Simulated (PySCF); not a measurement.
# Potential energy of BS along the bond

Set-up: B def2-SVP, S def2-SVP; no relativity (PySCF 2.14). Energies in eV from B + S in their ground configurations at the same level. State: ²Σ⁺ (doublet), unpaired electrons σ ↑.

Curves on a restricted Hartree–Fock reference rise too fast on stretching and do not dissociate correctly.

| R (Å) | ROHF-CCSD(T) | ROHF-MP2 | r²SCAN | BLYP |
| --- | --- | --- | --- | --- |
| 1.390 |  | -4.105 | -4.574 | -4.177 |
| 1.454 | -4.698 | -5.061 | -5.515 | -5.129 |
| 1.519 | -5.261 | -5.604 | -6.050 | -5.682 |
| 1.567 | -5.477 | -5.804 | -6.248 | -5.900 |
| 1.616 | -5.556 | -5.866 | -6.312 | -5.986 |
| 1.665 | -5.528 | -5.818 | -6.269 | -5.969 |
| 1.729 | -5.364 | -5.625 | -6.089 | -5.827 |
| 1.810 | -5.019 | -5.235 | -5.725 | -5.516 |
| 1.907 | -4.481 | -4.628 | -5.167 | -5.029 |
| 2.036 |  | -3.693 | -4.341 | -4.303 |

Q: Put a parabola through the three lowest points of the ROHF-CCSD(T) curve and estimate Re, k and ωe (reduced mass 8.189 u; 1 eV/Å² = 0.16022 mdyn/Å; ωe = 1302.8·√(k/μ) cm⁻¹).

A: Through R = 1.567, 1.616, 1.665 Å the second-order coefficient is 22.3 eV/Å², so Re ≈ 1.628 Å, k ≈ 7.14 mdyn/Å and ωe ≈ 1216 cm⁻¹. A polynomial fit of higher order to the unrounded ROHF-CCSD(T) energies gives Re = 1.626 Å, k = 6.94 mdyn/Å, ωe = 1199 cm⁻¹; anharmonicity and rounding make the difference.

The higher-order fit for each curve: ROHF-CCSD(T): Re = 1.626 Å, ωe = 1199 cm⁻¹, De = 5.56 eV; ROHF-MP2: Re = 1.617 Å, ωe = 1236 cm⁻¹, De = 5.87 eV; r²SCAN: Re = 1.619 Å, ωe = 1210 cm⁻¹, De = 6.31 eV; BLYP: Re = 1.631 Å, ωe = 1156 cm⁻¹, De = 5.99 eV.

Correlated steps freeze 6 core orbitals. Correlated levels converge slowly with the basis: in double zeta they bind strong bonds too weakly, by up to about 1 eV, and carry superposition errors of some tenths. The state was picked by a PBE0 search and need not be the measured ground state.
